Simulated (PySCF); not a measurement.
## How the method moves the HOMO and LUMO of `F/C=C\CF`

Compound: C3H4F2.
Z-matrix (Å and degrees, PBE0-D3(BJ)/def2-SVP geometry), rows numbered from 1:
```
F 
C   1  1.3306
C   2  1.3295  1  122.64
C   3  1.4894  2  124.56  1    -0.10
F   4  1.3751  3  110.47  2   128.96
H   2  1.0939  1  112.61  3  -179.50
H   3  1.0932  2  117.59  1  -179.41
H   4  1.1051  3  110.37  2  -111.94
H   4  1.1015  3  110.72  2     7.91
```

Basis pcSseg-2 throughout (PySCF), one geometry. The structure is a single PBE0-D3(BJ)/def2-SVP conformer in the gas phase; no vibrational or solvent corrections.

How do the orbital energies, the gap and the dipole change with the method?

```json
{"method": "BLYP", "kind": "GGA", "HOMO (eV)": "-6.47", "LUMO (eV)": "-1.13", "gap (eV)": "5.34", "μ (D)": "1.79", "SCF cycles": "15"}
{"method": "OPBE", "kind": "GGA", "HOMO (eV)": "-6.54", "LUMO (eV)": "-1.09", "gap (eV)": "5.45", "μ (D)": "1.70", "SCF cycles": "14"}
{"method": "B97-D", "kind": "GGA", "HOMO (eV)": "-6.55", "LUMO (eV)": "-1.12", "gap (eV)": "5.43", "μ (D)": "1.77", "SCF cycles": "15"}
{"method": "PBE", "kind": "GGA", "HOMO (eV)": "-6.59", "LUMO (eV)": "-1.23", "gap (eV)": "5.36", "μ (D)": "1.76", "SCF cycles": "14"}
{"method": "KT2", "kind": "GGA", "HOMO (eV)": "-6.62", "LUMO (eV)": "-1.21", "gap (eV)": "5.41", "μ (D)": "1.78", "SCF cycles": "14"}
{"method": "KT3", "kind": "GGA", "HOMO (eV)": "-6.64", "LUMO (eV)": "-1.19", "gap (eV)": "5.45", "μ (D)": "1.76", "SCF cycles": "15"}
{"method": "BP86", "kind": "GGA", "HOMO (eV)": "-6.68", "LUMO (eV)": "-1.30", "gap (eV)": "5.38", "μ (D)": "1.77", "SCF cycles": "15"}
{"method": "LDA", "kind": "LDA", "HOMO (eV)": "-6.79", "LUMO (eV)": "-1.49", "gap (eV)": "5.30", "μ (D)": "1.82", "SCF cycles": "14"}
{"method": "B97-2", "kind": "global hybrid", "HOMO (eV)": "-7.58", "LUMO (eV)": "-0.25", "gap (eV)": "7.33", "μ (D)": "1.85", "SCF cycles": "13"}
{"method": "B3LYP", "kind": "global hybrid", "HOMO (eV)": "-7.64", "LUMO (eV)": "-0.47", "gap (eV)": "7.16", "μ (D)": "1.88", "SCF cycles": "14"}
{"method": "PBE0", "kind": "global hybrid", "HOMO (eV)": "-7.84", "LUMO (eV)": "-0.20", "gap (eV)": "7.65", "μ (D)": "1.86", "SCF cycles": "14"}
{"method": "mPW1PW91", "kind": "global hybrid", "HOMO (eV)": "-7.87", "LUMO (eV)": "-0.21", "gap (eV)": "7.66", "μ (D)": "1.87", "SCF cycles": "13"}
{"method": "BHandHLYP", "kind": "global hybrid", "HOMO (eV)": "-8.96", "LUMO (eV)": "0.88", "gap (eV)": "9.85", "μ (D)": "1.99", "SCF cycles": "13"}
{"method": "CAM-B3LYP", "kind": "range-separated hybrid", "HOMO (eV)": "-9.24", "LUMO (eV)": "0.91", "gap (eV)": "10.14", "μ (D)": "1.93", "SCF cycles": "13"}
{"method": "wB97X-D", "kind": "range-separated hybrid", "HOMO (eV)": "-9.70", "LUMO (eV)": "1.66", "gap (eV)": "11.36", "μ (D)": "1.88", "SCF cycles": "14"}
{"method": "HF", "kind": "Hartree–Fock", "HOMO (eV)": "-10.57", "LUMO (eV)": "2.71", "gap (eV)": "13.28", "μ (D)": "2.08", "SCF cycles": "11"}
{"method": "LC-wPBE", "kind": "range-separated hybrid", "HOMO (eV)": "-10.60", "LUMO (eV)": "2.12", "gap (eV)": "12.72", "μ (D)": "1.93", "SCF cycles": "13"}
```

The HOMO spans 4.12 eV, from BLYP down to LC-wPBE, and the gap runs from 5.30 eV (LDA) to 13.28 eV (HF). Over the methods BLYP (0 %), OPBE (0 %), B97-D (0 %), PBE (0 %), KT2 (0 %), KT3 (0 %), BP86 (0 %), LDA (0 %), B97-2 (21 %), B3LYP (20 %), PBE0 (25 %), mPW1PW91 (25 %), BHandHLYP (50 %), HF (100 %), a straight line through the gap against the share of exact exchange rises by 0.81 eV for each 10 % (correlation coefficient 0.998). The dipole ranges from 1.70 D (OPBE) to 2.08 D (HF). This basis has no diffuse functions.

The vertical ΔSCF ionisation energy at CAM-B3LYP/def2-SVPD is 10.41 eV; −ε(HOMO) comes closest to it with HF (10.57 eV).
